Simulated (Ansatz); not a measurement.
Write a Python script for Ansatz 0.2.0 through its Python package that makes the energy of protonation at one site of CH4S2, SMILES SCS. Use (for the species named): Hartree-Fock, def2-SVP basis, multiplicity 1.

```yaml
atoms:
  - { symbol: S, position_ang: [-1.2370, 1.1167, -0.4614] }
  - { symbol: C, position_ang: [-0.0909, 0.1320, 0.3996] }
  - { symbol: S, position_ang: [1.1334, -0.4940, -0.7495] }
  - { symbol: H, position_ang: [-1.4516, 0.2927, -1.4595] }
  - { symbol: H, position_ang: [-0.6030, -0.7156, 0.8474] }
  - { symbol: H, position_ang: [0.3920, 0.7395, 1.1856] }
  - { symbol: H, position_ang: [1.9183, -1.1391, 0.1922] }
```

The script, `run_pa.py`:
```python
'''Proton affinity of CH4S2 at one site.'''

import warnings

import ansatz
import numpy as np


def main() -> None:
    warnings.simplefilter('ignore', ansatz.DeckWarning)

    geometry_ang = [
        ('S', [-1.237, 1.1167, -0.4614]),
        ('C', [-0.0909, 0.132, 0.3996]),
        ('S', [1.1334, -0.494, -0.7495]),
        ('H', [-1.4516, 0.2927, -1.4595]),
        ('H', [-0.603, -0.7156, 0.8474]),
        ('H', [0.392, 0.7395, 1.1856]),
        ('H', [1.9183, -1.1391, 0.1922]),
    ]
    geometry = ansatz.Crystal.molecule()
    for symbol, xyz in geometry_ang:
        geometry = geometry.atom(symbol, xyz)

    setup = (
        geometry.calculation()
        .basis(gaussian='def2-SVP')
        .functional('hf')
    )
    symbols = [site.symbol for site in geometry.cartesian_sites]
    start = np.array([site.position_ang for site in geometry.cartesian_sites], dtype=float)
    rep = setup.relax(force_tolerance=0.01).run(threads=1, pin='off').report
    end = np.array(rep['positions_ang'])

    # start the new hydrogen opposite the existing bonds
    away = sum((end[0] - end[j]) / np.linalg.norm(end[0] - end[j]) for j in [1, 3]) + np.array([0.15, 0.1, -0.2])
    proton = end[0] + 1.4 * away / np.linalg.norm(away)
    acid = ansatz.Crystal.molecule()
    for symbol, place in zip(symbols, end):
        acid = acid.atom(symbol, place.tolist())
    acid = acid.atom('H', proton.tolist())
    protonated = (
        acid.calculation()
        .basis(gaussian='def2-SVP')
        .functional('hf')
        .charge(1)
        .relax(force_tolerance=0.01, max_steps=80)
    )
    after = protonated.run(threads=1, pin='off').report
    xyz = np.array(after['positions_ang'])
    reach = np.linalg.norm(xyz[:-1] - xyz[-1], axis=1)
    print(f'base {rep["free_energy_ev"]:.5f} eV, protonated {after["free_energy_ev"]:.5f} eV')
    print(f'the proton ends {reach.min():.3f} A from {symbols[reach.argmin()]}{reach.argmin()}')
    print(f'electronic proton affinity {96.485332 * (rep["free_energy_ev"] - after["free_energy_ev"]):.1f} kJ/mol')


if __name__ == '__main__':
    main()
```

Running `python run_pa.py` prints:
```text
base -22720.50808 eV, protonated -22728.77647 eV
the proton ends 1.342 A from S0
electronic proton affinity 797.8 kJ/mol
```

Total energies depend on the basis set; only differences at equal settings carry meaning. The proton is put on one chosen atom, which needn't be the most basic site, so the molecule's proton affinity can be higher; the ends are stationary points, not checked by frequencies, and zero-point and thermal terms count only where printed. Hartree-Fock leaves correlation out, so bond, atomisation and ionisation energies come out well too low. Timing: 19 s on 1 thread of Arm Neoverse V2 (shared host), peak memory 0.21 GiB.
